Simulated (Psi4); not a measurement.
# r2SCAN/def2-TZVPP run of O3 (ozone), part 2 of 2

Psi4 1.11. The steps go on from the part before.

### Step 3. The triplet: the energy at U-r2SCAN/def2-TZVPP

Input file o3.xyz:

```xyz
3
O3
O      0.848700    -0.535900     0.409500
O     -0.228900    -0.317600    -0.159400
O     -0.619800     0.853500    -0.250100
```

Input file calc.py:

```python
import psi4

psi4.set_memory('1600 MB')
psi4.set_num_threads(1)
psi4.set_output_file('psi4.out', False)

with open('o3.xyz') as f:
    atoms = ''.join(f.readlines()[2:])
geom = psi4.geometry('0 3\n' + atoms + 'symmetry c1\nno_reorient\nno_com')

psi4.set_options({
    'basis': 'def2-TZVPP',
    'reference': 'uks',
    'puream': True,
    'e_convergence': 1e-09,
    'd_convergence': 1e-08,
    'scf_type': 'pk',
    'dft_radial_points': 99,
    'dft_spherical_points': 590,
    'maxiter': 200,
})

E = psi4.energy('r2scan', molecule=geom)
print(f'total energy {E:.8f} hartree = {E * 27.211386:.5f} eV')
```

Launch:

```
$ python calc.py
```

psi4.out:

```text
Psi4 1.11 release

   => Loading Basis Set <=

    Name: DEF2-TZVPP
    Role: ORBITAL
    Keyword: BASIS

         ---------------------------------------------------------
                                   SCF
                              UKS Reference
                        1 Threads,   1525 MiB Core
         ---------------------------------------------------------

  ==> Geometry <==

    Molecular point group: c1
    Full point group: C1

    Geometry (in Angstrom), charge = 0, multiplicity = 3:

       Center              X                  Y                   Z               Mass
    ------------   -----------------  -----------------  -----------------  -----------------
         O            0.848700000000    -0.535900000000     0.409500000000    15.994914619570
         O           -0.228900000000    -0.317600000000    -0.159400000000    15.994914619570
         O           -0.619800000000     0.853500000000    -0.250100000000    15.994914619570

  Running in c1 symmetry.

  Rotational constants: A =      3.93245  B =      0.46614  C =      0.41674 [cm^-1]
  Rotational constants: A = 117891.98564  B =  13974.45955  C =  12493.52542 [MHz]
  Nuclear repulsion =   70.641648328371062

  Charge       = 0
  Multiplicity = 3
  Electrons    = 24
  Nalpha       = 13
  Nbeta        = 11

  ==> Algorithm <==

  SCF Algorithm Type is PK.
  DIIS enabled.
  MOM disabled.
  Fractional occupation disabled.
  Guess Type is SAD.
  Energy threshold   = 1.00e-09
  Density threshold  = 1.00e-08
  Integral threshold = 1.00e-12

  ==> Primary Basis <==

  Basis Set: DEF2-TZVPP
    Blend: DEF2-TZVPP
    Number of shells: 33
    Number of basis functions: 93
    Number of Cartesian functions: 108
    Spherical Harmonics?: true
    Max angular momentum: 3

  ==> DFT Potential <==

   => LibXC <=

    Version 7.1.2

   => Composite Functional: R2SCAN <=

    r2SCAN Meta-GGA XC Functional  (0.1021/acs.jpclett.0c02405)

    Deriv               =              1
    GGA                 =           TRUE
    Meta                =           TRUE

    Exchange Hybrid     =          FALSE
    MP2 Hybrid          =          FALSE

   => Exchange Functionals <=

    1.0000   XC_MGGA_X_R2SCAN

   => Correlation Functionals <=

    1.0000   XC_MGGA_C_R2SCAN

   => LibXC Density Thresholds  <==

    XC_MGGA_C_R2SCAN:  1.00E-15
    XC_MGGA_X_R2SCAN:  1.00E-11

   => Molecular Quadrature <=

    Radial Scheme          =       TREUTLER
    Pruning Scheme         =           NONE
    Nuclear Scheme         =       TREUTLER

    Blocking Scheme        =         OCTREE
    BS radius alpha        =              1
    Pruning alpha          =              1
    Radial Points          =             99
    Spherical Points       =            590
    Total Points           =         166319
    Total Blocks           =           1286
    Max Points             =            256
    Max Functions          =             91
    Weights Tolerance      =       1.00E-15

  ==> Integral Setup <==

  Using in-core PK algorithm.
   Calculation information:
      Number of atoms:                   3
      Number of AO shells:              33
      Number of primitives:             60
      Number of atomic orbitals:       108
      Number of basis functions:        93

      Integral cutoff                 1.00e-12
      Number of threads:                 1

  Performing in-core PK
  Using 19110012 doubles for integral storage.
  We computed 151303 shell quartets total.
  Whereas there are 157641 unique shell quartets.

  ==> DiskJK: Disk-Based J/K Matrices <==

    J tasked:                  Yes
    K tasked:                   No
    wK tasked:                  No
    Memory [MiB]:              570
    Schwarz Cutoff:          1E-12

  Cached 50.0% of DFT collocation blocks in 0.479 [GiB].

  Minimum eigenvalue in the overlap matrix is 2.1423831242E-03.
  Reciprocal condition number of the overlap matrix is 4.1417301610E-04.
    Using symmetric orthogonalization.

  ==> Pre-Iterations <==

  SCF Guess: Superposition of Atomic Densities via on-the-fly atomic UHF (no occupation information).

   -------------------------
    Irrep   Nso     Nmo
   -------------------------
     A         93      93
   -------------------------
    Total      93      93
   -------------------------

  ==> Iterations <==

                        Total Energy        Delta E     RMS |[F,P]|

   @UKS iter SAD:  -225.24886741168672   -2.25249e+02   0.00000e+00
   @UKS iter   1:  -225.29417007127000   -4.53027e-02   5.19619e-03 ADIIS/DIIS
   @UKS iter   2:  -225.11460312925269    1.79567e-01   9.51695e-03 ADIIS/DIIS
   @UKS iter   3:  -225.36265477603084   -2.48052e-01   1.41715e-03 ADIIS/DIIS
   @UKS iter   4:  -225.36767950551325   -5.02473e-03   4.28812e-04 ADIIS/DIIS
   @UKS iter   5:  -225.35650904879111    1.11705e-02   1.79645e-03 ADIIS/DIIS
   @UKS iter   6:  -225.36827012218995   -1.17611e-02   1.04312e-04 ADIIS/DIIS
   @UKS iter   7:  -225.36830817257029   -3.80504e-05   1.65285e-05 DIIS
   @UKS iter   8:  -225.36830916224278   -9.89672e-07   2.82241e-06 DIIS
   @UKS iter   9:  -225.36830918819450   -2.59517e-08   1.05971e-06 DIIS
   @UKS iter  10:  -225.36830919063726   -2.44276e-09   7.24462e-07 DIIS
   @UKS iter  11:  -225.36830919157453   -9.37263e-10   5.59112e-07 DIIS
   @UKS iter  12:  -225.36830919223658   -6.62055e-10   4.13909e-07 DIIS
   @UKS iter  13:  -225.36830919294812   -7.11537e-10   1.31628e-07 DIIS
   @UKS iter  14:  -225.36830919302747   -7.93534e-11   1.39878e-08 DIIS
   @UKS iter  15:  -225.36830919302838   -9.09495e-13   4.73623e-09 DIIS
  Energy and wave function converged.

  ==> Post-Iterations <==

   Electrons on quadrature grid:
      Nalpha   =   12.9999999049 ; deviation = -9.512e-08
      Nbeta    =   10.9999999621 ; deviation = -3.786e-08
      Ntotal   =   23.9999998670 ; deviation = -1.330e-07

   @Spin Contamination Metric:   1.125216238E-02
   @S^2 Expected:                2.000000000E+00
   @S^2 Observed:                2.011252162E+00
   @S   Expected:                1.000000000E+00
   @S   Observed:                1.000000000E+00

    Orbital Energies [Eh]
    ---------------------

    Alpha Occupied:

       1A    -19.221212     2A    -19.076565     3A    -19.076562
       4A     -1.353978     5A     -1.093230     6A     -0.766273
       7A     -0.591966     8A     -0.578295     9A     -0.577612
      10A     -0.367634    11A     -0.344815    12A     -0.343661
      13A     -0.242035

    Alpha Virtual:

      14A      0.055765    15A      0.140342    16A      0.290953
      17A      0.360235    18A      0.362723    19A      0.378948
      20A      0.444974    21A      0.445915    22A      0.474282
      23A      0.502392    24A      0.516635    25A      0.564324
      26A      0.717937    27A      0.760307    28A      1.126303
      29A      1.150241    30A      1.159692    31A      1.417977
      32A      1.453276    33A      1.466502    34A      1.493936
      35A      1.726298    36A      1.818126    37A      1.923130
      38A      1.962389    39A      1.980765    40A      2.166284
      41A      2.166476    42A      2.264266    43A      2.340903
      44A      2.443252    45A      2.554004    46A      2.597488
      47A      2.616318    48A      2.764241    49A      2.770547
      50A      2.816837    51A      2.890083    52A      2.984488
      53A      4.124844    54A      4.295397    55A      4.487922
      56A      4.505225    57A      4.568417    58A      4.646745
      59A      4.707324    60A      4.747245    61A      4.937621
      62A      5.101428    63A      5.103984    64A      5.109874
      65A      5.130655    66A      5.238307    67A      5.485856
      68A      5.518531    69A      5.742932    70A      5.986347
      71A      6.077490    72A      6.156912    73A      6.158216
      74A      6.206287    75A      6.294074    76A      6.331137
      77A      6.366230    78A      6.402296    79A      6.430524
      80A      6.432623    81A      6.441646    82A      6.590478
      83A      6.984901    84A      7.173024    85A      7.254411
      86A      7.331313    87A      7.555631    88A      7.686485
      89A      8.561437    90A      9.011626    91A     43.124823
      92A     43.352967    93A     43.894394

    Beta Occupied:

       1A    -19.198939     2A    -19.053088     3A    -19.053087
       4A     -1.321712     5A     -1.051637     6A     -0.705523
       7A     -0.540200     8A     -0.538186     9A     -0.527406
      10A     -0.304266    11A     -0.286639

    Beta Virtual:

      12A     -0.253962    13A     -0.154415    14A      0.096684
      15A      0.183438    16A      0.313932    17A      0.387902
      18A      0.393632    19A      0.396979    20A      0.464687
      21A      0.470965    22A      0.502172    23A      0.520649
      24A      0.546347    25A      0.584222    26A      0.743184
      27A      0.783175    28A      1.160432    29A      1.181002
      30A      1.185337    31A      1.468797    32A      1.504992
      33A      1.510360    34A      1.552173    35A      1.758789
      36A      1.874484    37A      1.972350    38A      1.994336
      39A      2.035079    40A      2.192690    41A      2.225201
      42A      2.327825    43A      2.419248    44A      2.500482
      45A      2.632841    46A      2.649375    47A      2.690361
      48A      2.811503    49A      2.857678    50A      2.858618
      51A      2.923895    52A      3.048355    53A      4.190684
      54A      4.350880    55A      4.553512    56A      4.556841
      57A      4.612684    58A      4.723864    59A      4.784611
      60A      4.811636    61A      5.011045    62A      5.188325
      63A      5.190899    64A      5.206501    65A      5.227677
      66A      5.326953    67A      5.574673    68A      5.605575
      69A      5.822383    70A      6.053448    71A      6.187301
      72A      6.248659    73A      6.261028    74A      6.323121
      75A      6.395872    76A      6.434096    77A      6.450497
      78A      6.454722    79A      6.506732    80A      6.513249
      81A      6.537149    82A      6.669565    83A      7.067545
      84A      7.263612    85A      7.347508    86A      7.387520
      87A      7.607168    88A      7.762807    89A      8.630808
      90A      9.088896    91A     43.128723    92A     43.356965
      93A     43.897265

    Final Occupation by Irrep:
              A
    DOCC [    11 ]
    SOCC [     2 ]
    NA   [    13 ]
    NB   [    11 ]

  @UKS Final Energy:  -225.36830919302838

   => Energetics <=

    Nuclear Repulsion Energy =             70.6416483283710619
    One-Electron Energy =                -449.2822481123209286
    Two-Electron Energy =                 178.7930155855942189
    DFT Exchange-Correlation Energy =     -25.5207249946727188
    Empirical Dispersion Energy =           0.0000000000000000
    VV10 Nonlocal Energy =                  0.0000000000000000
    Total Energy =                       -225.3683091930283808

  UHF NO Occupations:
  HONO-2 :   11  A 1.9970901
  HONO-1 :   12  A 1.0000000
  HONO-0 :   13  A 1.0000000
  LUNO+0 :   14  A 0.0029099
  LUNO+1 :   15  A 0.0008073
  LUNO+2 :   16  A 0.0006408
  LUNO+3 :   17  A 0.0006276

Computation Completed

Properties will be evaluated at   0.000000,   0.000000,   0.000000 [a0]

Properties computed using the SCF density matrix

 Multipole Moments:

 ------------------------------------------------------------------------------------
     Multipole            Electronic (a.u.)      Nuclear  (a.u.)        Total (a.u.)
 ------------------------------------------------------------------------------------

 L = 1.  Multiply by 2.5417464519 to convert [e a0] to [Debye]
 Dipole X            :         -0.1012564            0.0000000           -0.1012564
 Dipole Y            :         -0.1404971            0.0000000           -0.1404971
 Dipole Z            :         -0.0705127            0.0000000           -0.0705127
 Magnitude           :                                                    0.1869875

 ------------------------------------------------------------------------------------

	total time  =         51 seconds =       0.85 minutes
```

Standard output:

```text
total energy -225.36830919 hartree = -6132.58405 eV
```

It took 54 s on 1 thread of Intel Xeon Platinum 8259CL at 2.50GHz (Skylake/Cascade Lake), shared host; peak memory 0.84 GiB.

### Step 4. Results

The summary covers parts 1 to 2.

At r2SCAN/def2-TZVPP:

| quantity | value |
| --- | --- |
| singlet: total energy | -225.41665 Eh |
| singlet: dipole moment | 0.67 D |
| singlet: HOMO energy | -8.10 eV |
| singlet: LUMO energy | -5.81 eV |
| singlet: HOMO–LUMO gap | 2.29 eV |
| singlet: largest force on an atom | 1.284 eV/Å |
| triplet: total energy | -225.36831 Eh |
| triplet: dipole moment | 0.48 D |
| triplet: HOMO energy (highest over α and β) | -6.59 eV |
| triplet: ⟨S²⟩ | 2.011 |
| vertical energy of the triplet above the singlet | 1.315 eV |

In words: At this shape the triplet lies 1.32 eV (30 kcal/mol) above the singlet. The largest force (singlet) is 1.28 eV/Å: the shape isn't a stationary point for this species at this level. Mulliken charges (singlet) run from -0.16 on O1 to +0.33 on O2. At r2SCAN/def2-TZVPP: Experiment gives 0.53 D for the dipole moment (NIST CCCBDB), so the computed value is 0.14 D (27 %) too high.
